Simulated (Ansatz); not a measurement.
# CHN (singlet): from Hartree-Fock to the top rungs, 6-31G

Aim: climb from Hartree-Fock through coupled cluster and multireference methods for CHN (singlet) at one geometry and basis, and see what each rung misses.

Method: 6-31G, core rule «outside noble gas», up to 2 orbitals frozen; program: Ansatz 0.2.0, Gaussian basis.

Plan: UHF; CCSD(T) on RHF; BCCD(T) on RHF; CISD; CCSDT(Q) on RHF; CISDTQ; CCSDTQ on RHF; CASSCF and MRCISD+Q, 10 electrons in 9 orbitals; CASSCF and MRCISD+Q(relaxed), 10 electrons in 9 orbitals; CASSCF and NEVPT2, 10 electrons in 9 orbitals; Full CI.

12 further runs of the same task are left out: 5 that didn't finish, 7 set aside as unsound or not needed.

### 1 What is computed

The geometry is a PBE0/def2-TZVP stationary point (not a proven minimum).

3 atoms, charge 0, spin multiplicity 1.

Atoms are counted from 1 here; the program's logs count them from 0.

Bond lengths: N1–C2 1.146 Å, C2–H3 1.069 Å. Angles: N1–C2–H3 180.0°.

### 2 UHF

The input, in.yaml:

```yaml
crystal:
  periodic: [false, false, false]
  atoms:
    - {symbol: N, position_ang: [0.000000, 0.000000, 1.119979]}
    - {symbol: C, position_ang: [0.000000, 0.000000, -0.025627]}
    - {symbol: H, position_ang: [0.000000, 0.000000, -1.094352]}
basis:
  gaussian: {orbitals: 6-31G}
magnetization: {spin_polarized: true, initial_magnetization: 0}
hamiltonian: {xc: hf}
output: {orbitals: {seedname: orbitals}}
```

The run is started by

```bash
$ ansatz run in.yaml --threads 1 --pin off --events-out ev --progress --plain --max-ram 2393MiB
```

Further steps of the session: CCSD(T) on RHF; BCCD(T) on RHF; CISD; CCSDT(Q) on RHF; CISDTQ; CCSDTQ on RHF; CASSCF and MRCISD+Q, 10 electrons in 9 orbitals; CASSCF and MRCISD+Q(relaxed), 10 electrons in 9 orbitals; CASSCF and NEVPT2, 10 electrons in 9 orbitals; Full CI.

**Question.** What will the summary of the whole plan be? Wanted: FCI below the RHF energy; RMP2 from FCI; RCCSD from FCI; RCCSD(T) from FCI; RCCSDT(Q) from FCI; NEVPT2 valence from FCI; MRCISD+Q valence from FCI; MRCISD+Q(relaxed) valence from FCI; T1 diagnostic.

The runs gave:

```
                          quantity                                                                                               value
          FCI below the RHF energy                                                                                          -5.9947 eV
                     RMP2 from FCI                                                                                          +283.8 meV
                    RCCSD from FCI                                                                                          +223.7 meV
                 RCCSD(T) from FCI                                                                                           +39.9 meV
                RCCSDT(Q) from FCI                                                                                            -0.5 meV
           NEVPT2 valence from FCI                                                                                          +405.2 meV
         MRCISD+Q valence from FCI                                                                                           +13.7 meV
MRCISD+Q(relaxed) valence from FCI                                                                                            +2.9 meV
 levels within 1 kcal/mol (43 meV)  RCCSD(T), BCCD(T), RCCSDT, CISDTQ, RCCSDT(Q), RCCSDTQ, MRCISD+Q valence, MRCISD+Q(relaxed) valence
                     T1 diagnostic                                                                                               0.013
    effectively unpaired electrons                                                                                                0.10
```

RCCSD(T) lands +39.9 meV from the yardstick (0.7 % of the correlation energy). One determinant dominates. Of the multireference levels listed MRCISD+Q(relaxed) valence comes nearest in total energy (+2.9 meV), which doesn't show that its space is the better one. These misses are within one basis, not against nature.
